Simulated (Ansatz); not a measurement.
Multireference treatment of C2H4, singlet

Calculated in Ansatz's Gaussian-basis code; CASPT2, NEVPT3, NEVPT4(SD) by development code. Basis aug-cc-pVDZ, nonrelativistic, 2 orbitals frozen in the corrections. State-specific CASSCF; RHF is the lowest restricted (open-shell) Hartree–Fock solution met. Letters tell apart solutions met in one space. Solutions may break the symmetry of the shape. No proof that the lowest CASSCF solution was found.

Geometry:

```xyz
6

C     0.0000    0.0000    0.6675
C     0.0000    0.0000   -0.6675
H     0.0000    0.9228    1.2377
H     0.0000   -0.9228    1.2377
H     0.0000    0.9228   -1.2377
H     0.0000   -0.9228   -1.2377
```

CASSCF less RHF, in eV, and natural occupations:

| CAS | CASSCF | occupations |
| --- | --- | --- |
| (4,4) a | -1.438 | 1.98, 1.93, 0.07, 0.02 |
| (4,4) b | -1.228 | 1.98, 1.92, 0.08, 0.02 |

Question: What totals less RHF do the corrections give on each solution?

Answer: 

| CAS | SC-NEVPT2 | FIC-NEVPT2 | NEVPT3 | NEVPT4(SD) | CASPT2 (IPEA 0) |
| --- | --- | --- | --- | --- | --- |
| (4,4) a | -7.621 | -7.658 | -8.488 | -8.753 | -7.870 |
| (4,4) b | -7.782 | -7.803 | -8.492 | -8.750 | -7.910 |

Question: In CAS(4,4), is the solution lowest in CASSCF also lowest after SC-NEVPT2?

Answer: No: (4,4) b is lowest after SC-NEVPT2, 0.16 eV under (4,4) a, which leads in CASSCF.

Question: How do single-reference totals in the same basis and frozen core stand against SC-NEVPT2 in CAS(4,4) a?

Answer: CCSD(T) -1.232 eV. Coupled cluster stands on the determinant that it favours, which can lie over the RHF solution above, and is in doubt where the occupations are far from 0, 1 and 2.

Question: Roughly how much CPU time does a whole run from the default start take (median of such runs, summed over threads; nearly all runs on one pinned thread of a shared server, mostly Xeon at 2.3 to 2.6 GHz, by a development driver)?

Answer: CAS(4,4) a: about 3.1 s. Other jobs ran beside these, and the count of passes differs.
